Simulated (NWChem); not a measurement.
**Extrapolating the CCSD correlation energy of ozone (O$_{3}$)**

SMILES: [O+](=O)[O-]
```xyz
3

O     -1.0607     0.0000    -0.2102
O      0.0000     0.0000     0.4204
O      1.0607     0.0000    -0.2102
```
Charge 0, spin multiplicity 1.

All runs are NWChem calculations. The geometry was optimised at PBE0/def2-SVP, a minimum by its harmonic frequencies.

The correlated methods keep 3 core orbitals frozen. The species is likely to have several important configurations. Coupled-cluster values serve here as a point of comparison, not as the truth.

Worked example. The CCSD correlation energy is -598.63 mHa in cc-pVDZ and -733.97 mHa in cc-pVTZ. The form E(X) = E∞ + A/X³ turns the pair into an estimate of the basis-set limit.

E∞ = (3³·(-733.97) − 2³·(-598.63))/(3³ − 2³) = -790.9 mHa. The larger basis holds 93 % of that. This is a two-point estimate, and a rough one from so small a pair.
